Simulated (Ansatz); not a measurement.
Reaction (hydrogen abstraction from the N–H bond): `N[SiH3]` + `[CH3]`• → `[NH][SiH3]`• + CH₄

Computed with Ansatz on PBE0-D4/def2-TZVP structures; ΔE is electronic, products minus reactants. CCSD(T)/CBS adds triple-zeta CCSD(T) − MP2 to the extrapolated MP2 energy (def2 sets, frozen cores). This one scheme is used for every species. Functionals use def2-TZVPP. No spin–orbit coupling; open shells (•) take unrestricted orbitals.

CCSD(T)/CBS gives +25.0 kJ/mol.

Another level gave +20.6 kJ/mol. Which?
A. CCSD(T)/def2-TZVPP
B. BLYP-D4/def2-TZVPP
C. MP2/def2-TZVPP
D. BHLYP-D4/def2-TZVPP

A. CCSD(T)/def2-TZVPP 20.6, MP2/def2-TZVPP 35.9, BLYP-D4 9.7, BHLYP-D4 15.7 kJ/mol.

Largest T1 diagnostic among the species: 0.015.

From BLYP to BHLYP (50 % exact exchange), in def2-TZVPP and without D4, ΔE moves by +6.5 kJ/mol. In def2-TZVPP, CCSD(T) changes the Hartree–Fock value by +11.7 kJ/mol (the triples alone add +0.3 kJ/mol) and MP2 by +27.0 kJ/mol. At CCSD(T), def2-SVP lies −9.8 kJ/mol from the extrapolated value and def2-TZVPP −4.4 kJ/mol.
